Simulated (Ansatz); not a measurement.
## How methods differ on PF3 (phosphorus trifluoride)

PF3 has 4 atoms, charge 0, and is taken as a singlet. SMILES: `FP(F)F`. Geometry: optimised at B3LYP/def2-SVP.

```jsonl
{"atom": "F", "x (Å)": "0.8508", "y (Å)": "-0.6764", "z (Å)": "0.8908"}
{"atom": "P", "x (Å)": "-0.3044", "y (Å)": "0.3219", "z (Å)": "0.4014"}
{"atom": "F", "x (Å)": "-1.0819", "y (Å)": "-0.7103", "z (Å)": "-0.5477"}
{"atom": "F", "x (Å)": "0.5355", "y (Å)": "1.0649", "z (Å)": "-0.7446"}
```

Each level gives the dissociation energy of the P2–F1 bond into doublet PF2 and doublet F (shapes relaxed at B3LYP/def2-SVP, no zero-point term) (eV). The values are calculated.

| level | kind | program | value (eV) | CPU time (all runs) |
| --- | --- | --- | --- | --- |
| SVWN5/def2-TZVPP | LDA | Ansatz | 6.77 | 2.1 s |
| BLYP/def2-TZVPP | GGA | Ansatz | 5.57 | 3.9 s |
| PBE/def2-TZVPP | GGA | Ansatz | 5.76 | 3.6 s |
| r2SCAN/def2-TZVPP | meta-GGA | Ansatz | 5.64 | 8.3 s |
| B3LYP/def2-TZVPP | global hybrid | Ansatz | 5.51 | 4.6 s |
| PBE0-D4/def2-TZVPP | global hybrid | Ansatz | 5.55 | 4.5 s |
| RPA@PBE/def2-TZVPP | RPA | Ansatz | 5.14 | 7.3 s |
| MP2/def2-TZVPP | perturbation theory | Ansatz | 5.97 | 3.7 s |

The values span 5.14 to 6.77 eV. Measured bond enthalpies also hold zero-point and thermal terms, a few tenths of an eV less. In so small a basis fixed costs decide the times, and correlated methods can beat functionals. CPU times are rough (shared hosts, several kinds of processor and program).
